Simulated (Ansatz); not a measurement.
Results of Hartree–Fock in Ansatz (plane waves, PAW) for rock-salt SnTe (cubic form, which distorts at low temperature).

Settings: plane-wave cutoff 460 eV, 8×8×8 k mesh, Fermi–Dirac smearing 0.01 eV, scalar-relativistic PAW data made under PBE.

Computed at the level's own relaxed cell.

Question: Estimate the equilibrium lattice constant a, pressure derivative B′ of the bulk modulus, Γ–Γ gap, equilibrium volume per atom and bulk modulus that the calculation returns.

Answer: 
- equilibrium lattice constant a = 6.665 Å
- pressure derivative B′ of the bulk modulus = 4.1
- Γ–Γ gap = 11.23 eV
- equilibrium volume per atom = 37.00 Å³/atom
- bulk modulus = 35.3 GPa

Measured, for comparison: lattice constant a 6.316 Å, equilibrium volume per atom 31.50 Å³/atom (room temperature, not corrected to a static lattice; as tabulated in Maiti et al. (2022), arXiv:2109.01420); bulk modulus 37.8 GPa (temperature not stated, not corrected to a static lattice; as tabulated in Toher et al. (2017), arXiv:1611.05714). Computed (rounded) less measured: lattice constant a +5.5 %, equilibrium volume per atom +17.5 %, bulk modulus -7 %.

Note: the cell is over a tenth larger than the published one (another phase or state, or a fault of the published cell, is possible); symmetry holds this phase in the static calculation, where it need not be a minimum.

Spin–orbit coupling is not included; with these elements it can move the gap by several tenths of an eV or more.

Static lattice: no zero-point or thermal effects.

Cost on a shared machine: around 30 core-minutes (rough).

Ansatz is a program for electronic structure.
